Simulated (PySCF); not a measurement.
Species: 2-butynal, C₄H₄O.
Atom-mapped SMILES: `[CH3:1][C:2]#[C:3][CH:4]=[O:5]` (hydrogens: H6, H7, H8 on C1; H9 on C4)

Method used: PySCF 2.14.0, density-fitted response routines, TDDFT PBE0/def2-SVPD, vertical, gas phase, core orbitals frozen in the response. Isolated species at its GFN2-xTB geometry, gas phase.

Problem. List the vertical singlet excitations with oscillator strengths and describe the spectrum.

Solution. 

```json
{"state": "S1", "E (eV)": "3.82", "E (kJ/mol)": "369", "λ (nm)": "324.2", "f": "0.0003", "main configurations (H = HOMO, L = LUMO)": "H→L (98%)"}
{"state": "S2", "E (eV)": "4.64", "E (kJ/mol)": "448", "λ (nm)": "267.2", "f": "0.0001", "main configurations (H = HOMO, L = LUMO)": "H-1→L (99%)"}
{"state": "S3", "E (eV)": "5.69", "E (kJ/mol)": "549", "λ (nm)": "217.9", "f": "0.188", "main configurations (H = HOMO, L = LUMO)": "H-2→L (84%), H-1→L+2 (12%)"}
{"state": "S4", "E (eV)": "7.06", "E (kJ/mol)": "681", "λ (nm)": "175.7", "f": "0.0003", "main configurations (H = HOMO, L = LUMO)": "H-2→L+2 (92%)"}
{"state": "S5", "E (eV)": "7.13", "E (kJ/mol)": "688", "λ (nm)": "173.8", "f": "0.0035", "main configurations (H = HOMO, L = LUMO)": "H→L+2 (86%), H→L+1 (11%)"}
{"state": "S6", "E (eV)": "7.50", "E (kJ/mol)": "724", "λ (nm)": "165.3", "f": "0.0014", "main configurations (H = HOMO, L = LUMO)": "H→L+1 (80%), H→L+2 (11%), H→L+3 (9%)"}
{"state": "S7", "E (eV)": "7.53", "E (kJ/mol)": "726", "λ (nm)": "164.7", "f": "0.0064", "main configurations (H = HOMO, L = LUMO)": "H-1→L+1 (97%)"}
{"state": "S8", "E (eV)": "7.68", "E (kJ/mol)": "741", "λ (nm)": "161.4", "f": "0.0061", "main configurations (H = HOMO, L = LUMO)": "H-2→L+1 (96%)"}
```

Triplets (Tamm–Dancoff): T1 3.20 eV, H→L (97%); T2 3.91 eV, H-2→L (94%); T3 4.32 eV, H-1→L (96%).

The lowest singlet comes at 324 nm (369 kJ/mol) in the ultraviolet; it is dark (f under 0.0005); its leading configuration is HOMO→LUMO (98%). The most intense listed level is S3 at 5.69 eV (218 nm, f = 0.188), 1.86 eV above S1. Löwdin shares by element: HOMO oxygen 68%, carbon 22% or more, hydrogen 9% or more; LUMO carbon 61% or more, oxygen 28%. Orbital energies (eV): HOMO-3 -11.71, HOMO-2 -8.41, HOMO-1 -8.31, HOMO -7.87, LUMO -1.85, LUMO+1 0.47, LUMO+2 0.65. The oscillator strengths of these states sum to 0.206; summed over the whole spectrum of an exact calculation they would give the number of electrons, 36 (Thomas–Reiche–Kuhn). The listed states span 3.86 eV, and the widest gap between neighbours is 1.37 eV (S3 to S4). The window holds the lowest 8 singlets.
